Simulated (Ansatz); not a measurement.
The input, for Ansatz 0.2.0:

```yaml
crystal:
  periodic: [false, false, false]
  atoms:
    - {symbol: P, position_ang: [0.000000, 0.000000, 0.000000]}
    - {symbol: P, position_ang: [0.000000, 0.000000, 2.055800]}
basis:
  gaussian: {orbitals: 6-31G}
magnetization: {spin_polarized: false}
correlation: {method: ccsdt_q, electrons: outside_noble_gas}
```

```sh
$ ansatz run in.yaml --threads 1 --pin off --events-out ev --progress --plain --max-ram 2393MiB
```

Log:

```
492 factors; integrals over basis functions are off by at most 2.9e-8 eV
mean field evaluation 1: about -18540.3161 eV, gradient 3.9e0 eV
mean field evaluation 2: about -18540.3209 eV, gradient 3.9e0 eV
mean field evaluation 4: about -18540.4154 eV, gradient 2.4e-1 eV
mean field evaluation 8: about -18540.4156 eV, gradient 9.6e-5 eV
mean field -18540.41558580 eV, -681.3477056331 hartree, gradient 1.6e-6 eV, S^2 0.000000; 0 other end points of the search recorded, 0 dependent functions left out; unrestricted orbitals would lower it
mean field evaluation 16: about -18540.5150 eV, gradient 4.8e0 eV
10 core orbitals not correlated: weight in the atoms' cores, before any rotation towards them, 1.000 or more for the frozen orbitals, at most 0.000 for the correlated occupied ones
reference -18540.41558580 eV, -681.3477056331 hartree; 5, 5 occupied and 11, 11 virtual orbitals, 492 factors
second order -4.39963399 eV of doubles, -0.00000000 eV of singles
cycle   1  -3.81380865 eV  change    5.9e-1 eV  update   1.3e-1
cycle   2  -4.13866011 eV  change   -3.2e-1 eV  update   6.0e-2
cycle   3  -4.31898478 eV  change   -1.8e-1 eV  update   2.7e-2
cycle   4  -4.34703725 eV  change   -2.8e-2 eV  update   1.1e-2
cycle   5  -4.36046809 eV  change   -1.3e-2 eV  update   4.6e-3
cycle   6  -4.35882382 eV  change    1.6e-3 eV  update   1.1e-3
cycle   7  -4.35870869 eV  change    1.2e-4 eV  update   4.0e-4
cycle   8  -4.35901764 eV  change   -3.1e-4 eV  update   1.3e-4
cycle   9  -4.35894016 eV  change    7.7e-5 eV  update   4.2e-5
cycle  10  -4.35889928 eV  change    4.1e-5 eV  update   1.5e-5
cycle  11  -4.35891115 eV  change   -1.2e-5 eV  update   6.2e-6
cycle  12  -4.35889973 eV  change    1.1e-5 eV  update   2.3e-6
cycle  13  -4.35890075 eV  change   -1.0e-6 eV  update   6.3e-7
cycle  14  -4.35890111 eV  change   -3.6e-7 eV  update   1.7e-7
perturbative correction -0.08616054 eV, -0.0031663416 hartree
Total energy: -18544.86064745 eV, -681.5110586359 hartree
```

For the same geometry and basis full CI lies 5.1 meV higher.

Ran on 1 thread of Arm Neoverse V2, shared host: 0.66 s wall, 0.08 GiB peak host memory.
